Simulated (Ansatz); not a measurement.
Which is lower?

Two relaxed structures of Si₂H₂O, closed shell (PBE0-D4/def2-TZVP; forces vanish, vibrations not checked).

A:

| atom | x (Å) | y (Å) | z (Å) |
| --- | --- | --- | --- |
| O1 | -1.2936 | -0.5507 | -0.5629 |
| Si2 | -0.1352 | -0.0664 | 0.4829 |
| Si3 | 1.6781 | 0.4988 | 1.3860 |
| H4 | -1.7065 | 0.1114 | -1.1242 |
| H5 | 1.4573 | 0.0069 | -0.1817 |

B:

| atom | x (Å) | y (Å) | z (Å) |
| --- | --- | --- | --- |
| O1 | -1.5725 | -0.2486 | -0.9661 |
| Si2 | -0.4736 | 0.2554 | -0.0623 |
| Si3 | 1.1864 | 0.6111 | 1.3743 |
| H4 | 0.0232 | -0.3141 | 1.8861 |
| H5 | 1.3957 | -0.5768 | 0.3665 |

Computed with Ansatz 0.2.0 (basis: def2-TZVPP); correlated methods freeze the cores. B3LYP uses VWN-RPA correlation.

Problem. Which structure is lower at CCSD(T), and by how much? (An estimate is asked for; the value comes from the calculation.)

Solution. The calculation gives: B, by 6.74 kcal/mol (electronic energy, against the other). By their contacts, A is Si₂H₂O ([OH][Si]1[H][Si]1) and B is Si₂H₂O ([O][Si][SiH2]).

All methods give the same order:

```csv
method,E(B) − E(A) (kcal/mol)
PBE-D4,-10.01
r2SCAN-D4,-9.20
PBE0-D4,-7.36
B3LYP-D4,-9.73
wB97M-V,-9.73
HF,-4.73
MP2,-9.34
CCSD,-6.07
CCSD(T),-6.74
```

T1 diagnostic: at most 0.024. The restricted Hartree–Fock reference is unstable towards an unrestricted one at one or more of these structures.

Labels in which every atom is bracketed show which atoms are joined, not bond orders.

For scale, one of the runs: CCSD(T)/def2-TZVPP, 143 basis functions, launched by `ansatz run in.yaml --threads 2 --pin off --events-out ev --progress --plain --max-ram 4352MiB`. Hardware: 2 CPU threads of an Arm Neoverse V2, shared host. Wall time 10 s; peak host memory 0.75 GiB.
